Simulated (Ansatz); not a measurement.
Basis-set extrapolation for C$_{4}$H$_{6}$O$_{2}$ (`C#COC(C)O`) (PBE0-D4/def2-TZVP geometry, frozen core, Ansatz). Multiplicity 1, RHF reference.

```csv
,def2-TZVPP,def2-QZVPP
HF,-304.727435,-304.741062
MP2 correlation,-1.114406,-1.194236
CCSD(T) correlation,-1.191558,not run
```

Energies in hartree. Use E(X) = E(∞) + A·exp(−7.88·√X) for Hartree–Fock and E(X) = E(∞) + B·X^(−2.97) for correlation, with X = 3 and 4, and add CCSD(T) minus MP2 of the smaller set to the MP2 limit.

Question: What is the CCSD(T) energy at the basis-set limit?

Answer: HF limit: -304.741062 + (-0.013627) × 0.13774 = -304.74294. MP2 limit: -1.194236 + (-0.079830) × 0.74074 = -1.25337. Higher-order term: -1.191558 − (-1.114406) = -0.07715. Total: -306.07346 hartree, 4.20 eV below CCSD(T)/def2-TZVPP.
